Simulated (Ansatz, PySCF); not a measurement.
Species, as SMILES: C#CC.
Geometry (B3LYP-D3(BJ)/def2-TZVP, fixed):
```xyz
7

C     -0.0011    -0.0004     0.2181
C     -0.0068    -0.0029     1.4176
C      0.0060     0.0025    -1.2360
H     -0.0119    -0.0051     2.4795
H      0.0152     1.0232    -1.6237
H      0.8874    -0.5130    -1.6226
H     -0.8790    -0.5002    -1.6311
```
Charge 0, spin multiplicity 1.

Near-linear dependence at HF/aug-cc-pVDZ with PySCF (spherical functions, density fitting): canonical orthogonalisation drops combinations whose overlap eigenvalue lies under the threshold. The set has 105 functions.

```tsv
threshold	orbitals kept	energy minus last row (mEh)	SCF cycles
1e-3	95	1.567	9
1e-4	103	0.226	9
1e-5	105	0.000	9
1e-6	105	0.000	9
1e-7	105	0.000	9
1e-9	105	0.000	9
```

The smallest overlap eigenvalue is 2.1e-05. Ansatz (an electronic-structure program) at its default drops 0 functions.
